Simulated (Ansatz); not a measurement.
## Which isomer of HNPSi gives these data?

These gas-phase data were calculated for one isomer of HNPSi at B3LYP-D3(BJ)/6-311G** (harmonic, unscaled wavenumbers; equilibrium rotational constants with average atomic masses):

| Quantity | Value |
| --- | --- |
| rotational constants | 216.8, 3.185, 3.139 GHz |
| all wavenumbers above 1500 cm⁻¹ | 2002 |

Candidates:

(1) `[SiH]=[N+]=[P-]`, a doublet
(2) `[Si]#[N+][PH-]`, a doublet

Q: Which structure fits?

A: Candidate (1). No mode falls between 2250 and 2520 cm⁻¹, where the P–H stretch of (2) would stand.

The same quantities for all candidates:

```
     rotational constants (GHz)  wavenumbers above 1500 cm⁻¹  E above the lowest, B3LYP-D3(BJ)/6-311G** (kcal/mol)
(1)         216.8, 3.185, 3.139                         2002                                                  12.9
(2)         255.8, 3.196, 3.156                         2269                                                   0.0
```

Harmonic stretches to hydrogen usually lie a few per cent above observed fundamentals. Each candidate is one conformer. Open shells are spin-unrestricted. Programs: Ansatz 0.2.0.
